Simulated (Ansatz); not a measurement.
HCB, singlet in 6-31G: errors against full CI

Geometry: that of the HCB, triplet, kept fixed. The triplet lies 0.6 eV lower here.

```json
{"atom": "B", "x (Å)": "0.0000", "y (Å)": "0.0000", "z (Å)": "1.2592"}
{"atom": "C", "x (Å)": "0.0000", "y (Å)": "0.0000", "z (Å)": "-0.0942"}
{"atom": "H", "x (Å)": "0.0000", "y (Å)": "0.0000", "z (Å)": "-1.1650"}
```

Basis 6-31G; Ansatz 0.2.0. Correlated methods freeze the noble-gas cores, which leaves 8 electrons in 18 orbitals. Prefix R: restricted or restricted open-shell reference; prefix U: unrestricted. Active spaces: valence = (8e, 9o) chosen from the atoms' valence shells.

Full CI is exact within this basis and frozen core; it isn't the basis-set limit. The frozen core follows each run's orbitals, which can shift R against U totals by a few meV.

* UHF ⟨S²⟩: 1.273
* T1 diagnostic (RCCSD): 0.0252
* largest doubles amplitude (RCCSD): 0.128

```
                     level  E − E(full CI) (meV)  wall time
                      RHF†                  5956          –
                      UHF†                  3017          –
                     RMP2†                  1885          –
                     UMP2†                   630          –
                    RCCSD†                  1414          –
                   UCCSD*†                  -227          –
                 RCCSD(T)†                  1176     0.54 s
                UCCSD(T)*†                  -347      1.2 s
                  BCCD(T)†                  1181      0.6 s
                   RCCSDT†                  1123          –
                  UCCSDT*†                  -519          –
                RCCSDT(Q)†                  1073      1.1 s
               UCCSDT(Q)*†                  -580        4 s
                  RCCSDTQ†                  1076        6 s
                 UCCSDTQ*†                  -629       41 s
    CASSCF (valence space)                   967          –
    NEVPT2 (valence space)                   271      3.2 s
NEVPT4(SD) (valence space)                    37      4.3 s
    MRCISD (valence space)                    26          –
  MRCISD+Q (valence space)                     8      4.4 s
```

An asterisk marks runs whose energy the program itself flagged as in doubt. A dagger marks rows that describe another state than the reference (another or a broken symmetry, a higher spin or other natural occupations), so the difference holds a gap between states beside the method's error.

Run but not shown, since their state, orbitals or frozen core can't be matched to the reference's or they repeat it: CISD, CISDTQ.

Times hold each run's SCF and search for its determinant on a shared host, so for small cases they say little of a method's own cost; they ran on 1 thread of Arm Neoverse V1.

The restricted determinant belongs to another symmetry than the lowest state (B2); the lowest full-CI state of the determinant's symmetry (A1) lies 1.070 eV higher, and methods that keep that symmetry describe that state.

Unrestricted levels hold only the spin's projection, and here they fall towards a lower state of higher spin.

The full-CI state has the irrep B2 of C2v, in the program's axes (one component, if the state is degenerate).

Natural occupations of full CI about the gap: 1.974 1.966 1.882 0.997 0.983 0.108 0.028 0.018 0.015 0.007; effectively unpaired electrons, Σ n²(2−n)², 2.10. No single determinant describes this state well, so single-reference rows can miss without a flag.
